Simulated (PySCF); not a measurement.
## Highest orbital energy against ionisation energy along the second row

Calculated with PySCF 2.14, no spin-orbit coupling. Each cell gives −ε(HOMO) / ΔSCF in eV; NIST values include spin-orbit coupling, (s) semi-empirical, (t) theoretical.

```csv
species,UHF,LDA,PBE,PBE0,r2SCAN,NIST (lowest levels)
"Li (aug-cc-pCVTZ, non-relativistic)",5.343 / 5.342,3.165 / 5.472,3.229 / 5.588,3.832 / 5.570,3.253 / 5.388,5.392
"Be (aug-cc-pCVTZ, non-relativistic)",8.416 / 8.043,5.598 / 9.026,5.610 / 9.000,6.493 / 8.974,5.742 / 8.792,9.323
"B (aug-cc-pwCVTZ, non-relativistic)",8.669 / 8.037,4.110 / 8.640,4.168 / 8.669,5.370 / 8.643,4.581 / 8.760,8.298
"C (aug-cc-pwCVTZ, non-relativistic)",11.942 / 10.796,6.127 / 11.688,6.096 / 11.539,7.649 / 11.512,6.572 / 11.665,11.260
"N (aug-cc-pwCVTZ, non-relativistic)",15.532 / 13.894,8.406 / 15.008,8.302 / 14.732,10.214 / 14.703,8.897 / 14.805,14.534
"O (aug-cc-pwCVTZ, non-relativistic)",14.199 / 12.029,7.454 / 14.009,7.598 / 14.066,9.484 / 13.853,7.926 / 13.721,13.618
"F (aug-cc-pwCVTZ, non-relativistic)",18.511 / 15.668,10.378 / 17.973,10.311 / 17.668,12.574 / 17.459,10.806 / 17.561,17.423
"Ne (aug-cc-pwCVTZ, non-relativistic)",23.162 / 19.688,13.575 / 22.213,13.359 / 21.679,16.012 / 21.471,14.007 / 21.511,21.565
```

**Question.** How far is −ε(HOMO) from ΔSCF on average for each method, and why?

**Answer.** UHF 1.53 eV; LDA -5.65 eV; PBE -5.53 eV; PBE0 -3.82 eV; r2SCAN -5.05 eV. Hartree-Fock orbital energies lack relaxation and so exceed the ΔSCF value; semilocal functionals have convex E(N) from self-interaction, so their HOMO lies far too high; exact exchange moves hybrids part of the way back.
